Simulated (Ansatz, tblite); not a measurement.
# [AlMeH3]- (CH₆Al−): rung by rung

Aim: run the singlet of [AlMeH3]- (CH₆Al−) at one geometry on many levels, and compare frontier levels, spin and run time.

Computed with Ansatz 0.2.0, Gaussian basis. Level: as each input shows.

Plan: GFN1-xTB, GFN2-xTB, PBE-D4/def2-TZVPD, r2SCAN-D4/def2-TZVPD, BHLYP-D4/def2-TZVPD, ωB97X-V/def2-TZVPD, HSE06-D4/def2-TZVPD, ωB97M-V/def2-TZVPD, LC-ωPBE/def2-TZVPD, CAM-B3LYP-D4/def2-TZVPD, HF/def2-TZVPD, PBE-D4/def2-SVPD, PBE0-D4/def2-SVPD, HF/STO-3G, HF/6-31G, B3LYP-D4/6-31G, CCSD(T)/def2-TZVPPD, MP2/def2-TZVPD, RPA/def2-TZVPD.

## (1) The relaxed structure

The geometry is that of the singlet, from an earlier relaxation (B3LYP-D4/def2-TZVPD).

8 atoms, charge -1, spin multiplicity 1.

Bond lengths: Al1–C2 2.029 Å, Al1–H6 1.644 Å, Al1–H7 1.644 Å, Al1–H8 1.644 Å, C2–H3 1.098 Å, C2–H4 1.098 Å, C2–H5 1.098 Å. Angles: C2–Al1–H6 109.6°, C2–Al1–H7 109.6°, C2–Al1–H8 109.6°, H6–Al1–H7 109.3°, H6–Al1–H8 109.3°, H7–Al1–H8 109.3°, Al1–C2–H3 111.8°, Al1–C2–H4 111.8°, Al1–C2–H5 111.8°, H3–C2–H4 107.1°, H3–C2–H5 107.1°, H4–C2–H5 107.1°.

The ion is computed in the gas phase, without counter-ions or solvent.

PBE0-D4/def2-TZVPD was run before; its log isn't repeated, and its numbers join the tables.

## (2) GFN1-xTB

Tight binding, by tblite at 300 K electronic temperature and without a spin-polarisation term:

```python
tblite.interface.Calculator('GFN1-xTB', numbers, positions, charge=-1, uhf=0).singlepoint()
```

Energy -186.2698 eV, HOMO -5.35 eV, LUMO 1.87 eV; 0.003 s.

## (3) GFN2-xTB

Tight binding, by tblite at 300 K electronic temperature and without a spin-polarisation term:

```python
tblite.interface.Calculator('GFN2-xTB', numbers, positions, charge=-1, uhf=0).singlepoint()
```

Energy -176.3054 eV, HOMO -4.63 eV, LUMO 1.87 eV; 0.002 s.

## (4) PBE-D4/def2-TZVPD

start.molden holds the orbitals of an earlier run on this state, given as this run's starting guess.

File in.yaml:

```yaml
crystal:
  periodic: [false, false, false]
  atoms:
    - {symbol: Al, position_ang: [-0.002115, 0.003397, -0.960543]}
    - {symbol: C, position_ang: [0.002340, -0.003794, 1.068919]}
    - {symbol: H, position_ang: [-1.015540, 0.032832, 1.478483]}
    - {symbol: H, position_ang: [0.545599, 0.858018, 1.477955]}
    - {symbol: H, position_ang: [0.479660, -0.906550, 1.471859]}
    - {symbol: H, position_ang: [1.545133, -0.034079, -1.515709]}
    - {symbol: H, position_ang: [-0.743331, 1.366073, -1.505817]}
    - {symbol: H, position_ang: [-0.811735, -1.315896, -1.515148]}
basis:
  gaussian: {orbitals: def2-TZVPD, initial_orbitals: start.molden}
total_charge: -1
hamiltonian: {xc: pbe, dispersion: d4}
scf: {omitted_lower_state_checks: [starts]}
output: {orbitals: {seedname: orbitals}}
```

The run is started by

```sh
ansatz run in.yaml --threads 4 --pin off --events-out ev --progress --plain --max-ram 3916MiB
```

After this run come: r2SCAN-D4/def2-TZVPD; BHLYP-D4/def2-TZVPD; ωB97X-V/def2-TZVPD; HSE06-D4/def2-TZVPD; ωB97M-V/def2-TZVPD; LC-ωPBE/def2-TZVPD; CAM-B3LYP-D4/def2-TZVPD; HF/def2-TZVPD; PBE-D4/def2-SVPD; PBE0-D4/def2-SVPD; HF/STO-3G; HF/6-31G; B3LYP-D4/6-31G; CCSD(T)/def2-TZVPPD; MP2/def2-TZVPD; RPA/def2-TZVPD.

**Question.** What will the summary of the whole plan be? Wanted: gap in def2-TZVPD, named functionals and Hartree-Fock, smallest and largest; correlation energy, CCSD(T)/def2-TZVPPD; correlation energy, MP2/def2-TZVPD; PBE0 total energy, smallest basis above largest.

**Answer**, as computed:

| quantity | value |
| --- | --- |
| gap in def2-TZVPD, named functionals and Hartree-Fock, smallest and largest | 4.51 eV (PBE-D4), 10.26 eV (HF) |
| correlation energy, CCSD(T)/def2-TZVPPD | -9.74 eV |
| correlation energy, MP2/def2-TZVPD | -7.93 eV |
| PBE0 total energy, smallest basis above largest | 3.46 eV (def2-SVPD, def2-TZVPD) |

What this shows: Over the named functionals and Hartree-Fock in def2-TZVPD the gap runs from 4.51 eV (PBE-D4) to 10.26 eV (HF); exact exchange widens it.
